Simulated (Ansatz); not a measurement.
Compare A (`C1=NCCS1`) with its isomer B (`CC1=C(N)S1`).

Gas-phase electronic energies from Ansatz, PBE0-D4/def2-TZVP geometries. CBS: MP2 limit from def2 TZ/QZ plus the TZ coupled-cluster correction, frozen cores. DFT in def2-TZVPP. B3LYP here is the variant with VWN-RPA as its local correlation; programs differ in this. One conformer a species, not always the lowest.

Task: Which isomer does CCSD(T)/CBS put lower? Give the gap. (Best estimate.)

Result: Ansatz gave: A, by 43.1 kcal/mol.

Task: Give E(B) − E(A) in kcal/mol with CCSD/def2-TZVPP, CCSD(T)/def2-TZVPP, MP2/def2-TZVPP, ωB97M-V, PBE-D4, HF/def2-TZVPP, B3LYP. (Estimate.)

Result: Computed: CCSD/def2-TZVPP 44.6, CCSD(T)/def2-TZVPP 44.7, MP2/def2-TZVPP 42.3, ωB97M-V 41.9, PBE-D4 40.3, HF/def2-TZVPP 43.9, B3LYP 39.6. None reverses the order clearly.

Largest T1 diagnostic: 0.014.

From PBE to PBE0 (25 % exact exchange), in def2-TZVPP and without D4, E(B) − E(A) moves by +1.4 kcal/mol. The D4 term adds +1.1 kcal/mol with B3LYP and +0.5 kcal/mol with PBE0; it sums over pairs of atoms, weighted by their polarisabilities, and B3LYP, whose exchange is more repulsive, gets the larger term.
